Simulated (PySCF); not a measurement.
# A diatomic session: AlCl, part 2 of 2

PySCF 2.14.0; Al def2-TZVPP, Cl def2-TZVPP; no relativity. The steps go on from the part before.

**13. RHF**

Log of the SCF at 2.153 Å:

```text
******** <class 'pyscf.scf.hf_symm.SymAdaptedRHF'> ********
method = SymAdaptedRHF
initial guess = minao
damping factor = 0
level_shift factor = 0
DIIS = <class 'pyscf.scf.diis.CDIIS'>
diis_start_cycle = 1
diis_space = 10
diis_damp = 0
SCF conv_tol = 1e-09
SCF conv_tol_grad = None
SCF max_cycles = 60
direct_scf = False
max_memory 2100 MB (current use 562 MB)
Overwritten attributes  get_hcore get_j get_k get_occ get_jk  of <class 'pyscf.scf.hf_symm.SymAdaptedRHF'>
<class 'pyscf.scf.hf_symm.SymAdaptedRHF'> does not have attributes  refdm
Set gradient conv threshold to 3.16228e-05
init E= -701.487464570527
cycle= 1 E= -701.498245824269  delta_E= -0.0108  |g|= 0.0381  |ddm|= 0.179
cycle= 2 E= -701.498592262139  delta_E= -0.000346  |g|= 0.00779  |ddm|= 0.0356
cycle= 3 E= -701.498633328981  delta_E= -4.11e-05  |g|= 0.00304  |ddm|= 0.0171
cycle= 4 E= -701.498638221406  delta_E= -4.89e-06  |g|= 0.000944  |ddm|= 0.00502
cycle= 5 E= -701.498639229898  delta_E= -1.01e-06  |g|= 0.000228  |ddm|= 0.00332
cycle= 6 E= -701.498639270269  delta_E= -4.04e-08  |g|= 7.47e-05  |ddm|= 0.000456
cycle= 7 E= -701.498639273351  delta_E= -3.08e-09  |g|= 1.4e-05  |ddm|= 0.000133
cycle= 8 E= -701.498639273454  delta_E= -1.03e-10  |g|= 2.99e-06  |ddm|= 3.2e-05
Extra cycle  E= -701.498639273456  delta_E= -1.82e-12  |g|= 9.44e-07  |ddm|= 5.99e-06
converged SCF energy = -701.498639273456
```

Re = 2.149 Å, ωe = 478 cm⁻¹, ωexe = 2.12 cm⁻¹, αe = 0.00157 cm⁻¹, Be = 0.2398 cm⁻¹, De = 4.01 eV, μ = -1.57 D.

**14. Adding correlation**

Reference: RHF; core orbitals frozen: 10; virtual orbitals above 20 hartree dropped in coupled cluster: 1. MP2 keeps all virtuals, so it differs from the MP2 energy in the coupled-cluster log.

Output of the coupled-cluster run at 2.153 Å:

```text
******** <class 'pyscf.cc.ccsd.CCSD'> ********
CC2 = 0
CCSD nocc = 5, nmo = 73
frozen orbitals [0, 1, 2, 3, 4, 5, 6, 7, 8, 9, 83]
max_cycle = 80
direct = 0
conv_tol = 1e-07
conv_tol_normt = 1e-05
diis_space = 8
diis_start_cycle = 0
diis_start_energy_diff = 1e+09
max_memory 2100 MB (current use 555 MB)
Init t2, MP2 energy = -701.739611630185  E_corr(MP2) -0.240972356729395
Init E_corr(CCSD) = -0.240972356729818
cycle = 1  E_corr(CCSD) = -0.258403665506838  dE = -0.0174313088  norm(t1,t2) = 0.0529288
cycle = 2  E_corr(CCSD) = -0.264492759211975  dE = -0.00608909371  norm(t1,t2) = 0.0222582
cycle = 3  E_corr(CCSD) = -0.267094955050762  dE = -0.00260219584  norm(t1,t2) = 0.0112219
cycle = 4  E_corr(CCSD) = -0.267612437629791  dE = -0.000517482579  norm(t1,t2) = 0.00330396
cycle = 5  E_corr(CCSD) = -0.267448762862528  dE = 0.000163674767  norm(t1,t2) = 0.000812155
cycle = 6  E_corr(CCSD) = -0.267437985445925  dE = 1.07774166e-05  norm(t1,t2) = 0.000183374
cycle = 7  E_corr(CCSD) = -0.267444572664116  dE = -6.58721819e-06  norm(t1,t2) = 6.54669e-05
cycle = 8  E_corr(CCSD) = -0.267445251675826  dE = -6.7901171e-07  norm(t1,t2) = 1.50017e-05
cycle = 9  E_corr(CCSD) = -0.267444691579417  dE = 5.6009641e-07  norm(t1,t2) = 5.67474e-06
cycle = 10  E_corr(CCSD) = -0.267444736766768  dE = -4.51873516e-08  norm(t1,t2) = 1.70747e-06
CCSD converged
E(CCSD) = -701.7660840102222  E_corr = -0.2674447367667684
CCSD(T) correction = -0.0111241840023293
```

Correlation energy (eV) along the bond:

```
R (Å)     MP2  SCS-MP2    CCSD  CCSD(T)     T1
1.852  -6.591   -6.569     n/a      n/a    n/a
1.938  -6.587   -6.568  -7.285   -7.584  0.011
2.024  -6.583   -6.568  -7.282   -7.583  0.011
2.088  -6.580   -6.568  -7.280   -7.582  0.011
2.153  -6.577   -6.567  -7.278   -7.580  0.011
2.218  -6.573   -6.566  -7.274   -7.578  0.012
2.304  -6.567   -6.562  -7.268   -7.573  0.012
2.411  -6.556   -6.556  -7.258   -7.564  0.012
2.541  -6.540   -6.546  -7.243   -7.549  0.013
2.713  -6.514   -6.526     n/a      n/a    n/a
```

RHF-MP2: Re = 2.144 Å, ωe = 485 cm⁻¹, ωexe = 1.96 cm⁻¹, αe = 0.00150 cm⁻¹, Be = 0.2407 cm⁻¹, De = 5.31 eV.

RHF-SCS-MP2: Re = 2.147 Å, ωe = 482 cm⁻¹, ωexe = 1.98 cm⁻¹, αe = 0.00151 cm⁻¹, Be = 0.2400 cm⁻¹, De = 5.17 eV.

RHF-CCSD: Re = 2.145 Å, ωe = 485 cm⁻¹, ωexe = 1.98 cm⁻¹, αe = 0.00150 cm⁻¹, Be = 0.2406 cm⁻¹, De = 4.97 eV.

RHF-CCSD(T): Re = 2.146 Å, ωe = 484 cm⁻¹, ωexe = 1.96 cm⁻¹, αe = 0.00149 cm⁻¹, Be = 0.2403 cm⁻¹, De = 5.09 eV.

**15. The curves together**

Energy (eV) from each level's lowest point:

```
R (Å)    RHF  RHF-MP2  RHF-SCS-MP2  RHF-CCSD  RHF-CCSD(T)    LDA    PBE  PBEsol   PW91  r²SCAN   PBE0  BHandHLYP  ωB97M-V
1.852  0.903    0.889        0.902       n/a          n/a  0.802  0.932   0.878  0.921   0.869  0.867      0.857    0.899
1.938  0.394    0.384        0.393     0.387        0.391  0.338  0.423   0.387  0.416   0.376  0.376      0.369    0.399
2.024  0.120    0.114        0.119     0.115        0.118  0.094  0.141   0.120  0.137   0.111  0.113      0.109    0.126
2.088  0.025    0.022        0.024     0.022        0.024  0.014  0.036   0.027  0.035   0.022  0.022      0.021    0.029
2.153  0.000    0.000        0.000     0.000        0.000  0.000  0.000   0.000  0.000   0.000  0.000      0.000    0.000
2.218  0.027    0.031        0.029     0.031        0.030  0.035  0.015   0.024  0.017   0.030  0.029      0.030    0.023
2.304  0.123    0.133        0.128     0.133        0.130  0.137  0.095   0.115  0.098   0.128  0.125      0.129    0.111
2.411  0.306    0.327        0.317     0.325        0.322  0.326  0.259   0.291  0.263   0.313  0.309      0.313    0.286
2.541  0.579    0.615        0.600     0.613        0.609  0.603  0.511   0.557  0.517   0.588  0.584      0.587    0.552
2.713  0.980    1.042        1.021       n/a          n/a  1.011  0.891   0.953  0.898   0.992  0.991      0.989    0.950
```

The whole job (state search and all levels along the bond) took 4.7 min on 1 thread of Arm Neoverse V1 (shared host), peak memory 1.8 GiB.

**16. Results**

The summary covers parts 1 to 2.

Lowest PBE0 solution found, without spin–orbit coupling: ¹Σ⁺ (singlet), closed shell. State 2 has its PBE0 minimum 2.80 eV higher. The other levels ran on the lowest alone.

```
      level    Re (Å)  ωe (cm⁻¹)  De (eV)  μ (D)
        RHF     2.149        478     4.01  -1.57
    RHF-MP2     2.144        485     5.31    n/a
RHF-SCS-MP2     2.147        482     5.17    n/a
   RHF-CCSD     2.145        485     4.97    n/a
RHF-CCSD(T)     2.146        484     5.09    n/a
        LDA     2.137        474     5.86  -1.44
        PBE     2.163        459     5.26  -1.51
     PBEsol     2.151        467     5.49  -1.43
       PW91     2.161        459     5.29  -1.51
     r²SCAN     2.145        477     5.23  -1.34
       PBE0     2.146        474     5.16  -1.50
  BHandHLYP     2.144        475     4.97  -1.66
    ωB97M-V     2.154        467     5.41  -1.81
   measured  2.130113      481.3      n/a    n/a
```

De is counted to Al + Cl in their ground configurations. A positive dipole means Al(−)Cl(+).

Measured values: Huber and Herzberg, Constants of Diatomic Molecules, 1979.

Differences from the measured constants:

```
      level  Re (mÅ)  ωe (%)
        RHF      +18    -0.8
    RHF-MP2      +14    +0.7
RHF-SCS-MP2      +17    +0.1
   RHF-CCSD      +15    +0.7
RHF-CCSD(T)      +16    +0.5
        LDA       +7    -1.4
        PBE      +33    -4.7
     PBEsol      +21    -2.9
       PW91      +31    -4.5
     r²SCAN      +15    -1.0
       PBE0      +16    -1.4
  BHandHLYP      +14    -1.3
    ωB97M-V      +24    -2.9
```

Time per point (s) on 1 thread of Arm Neoverse V1, shared host (CPU time, shared integrals of 0.24 s apart; correlated levels include their reference; CCSD comes with the CCSD(T) run); the times are rough: RHF 0.4, RHF-MP2 0.61, RHF-SCS-MP2 0.61, RHF-CCSD(T) 5.4, LDA 0.93, PBE 1.2, PBEsol 0.81, PW91 0.83, r²SCAN 1.8, PBE0 2.8, BHandHLYP 1.3, ωB97M-V 6.1.

The cheapest levels within 11 mÅ and 2.5 % of the measured constants: LDA (0.93 s). The dearest run takes 6.1 s.

Against the measured constants, the bond length is nearest at LDA (+7 mÅ) and farthest at PBE (+33 mÅ); the wavenumber is nearest at RHF-SCS-MP2 (+0.1 %) and farthest at PBE (-4.7 %). Of the levels with a De here, RHF gives the least (4.01 eV) and LDA the most (5.86 eV).

Correlated steps freeze 10 core orbitals.
